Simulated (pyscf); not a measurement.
[Cl–Al–Cl]• + methane (CH₄) -> Cl–AlH–Cl + methyl (CH₃•), a hydrogen abstraction (doublet surface; C–H broken, Al–H formed). Single points on ωB97X-D3(BJ)/def2-SVP structures (PySCF, gas phase). Energies in kcal/mol from the separated reactants.

Small-basis levels: PySCF, no dispersion term, spherical d functions. AM1 to PM7: differences of heats of formation from MOPAC, which are fitted to 298 K values and so differ in kind from electronic energies by zero-point and thermal terms. Open shells are spin-unrestricted. 

```json
[
 {"level": "B3LYP/STO-3G", "barrier": "24.5", "reaction energy": "+25.4"},
 {"level": "B3LYP/3-21G", "barrier": "29.4", "reaction energy": "+32.1"},
 {"level": "M06-2X/6-31G*", "barrier": "34.2", "reaction energy": "+31.7"},
 {"level": "PBE/def2-SVP", "barrier": "27.1", "reaction energy": "+28.7"},
 {"level": "AM1", "barrier": "20.5", "reaction energy": "+17.1"},
 {"level": "PM3", "barrier": "59.3", "reaction energy": "+67.7"},
 {"level": "PM7", "barrier": "29.2", "reaction energy": "+22.0"},
 {"level": "ωB97M-D3(BJ)/def2-TZVP", "barrier": "29.2", "reaction energy": "+24.0"}
]
```

Against the last row the barrier runs from -8.7 (AM1) to +30.1 kcal/mol (PM3). At B3LYP/STO-3G, B3LYP/3-21G, PBE/def2-SVP, PM3 this geometry lies under one side, so the entry may be no barrier of that level: it is a single point on another level's saddle. ωB97M-D3(BJ)/def2-TZVP has limits of its own. One saddle was located; it need not be the lowest between these sides. The angle at the transferred H is 180°.
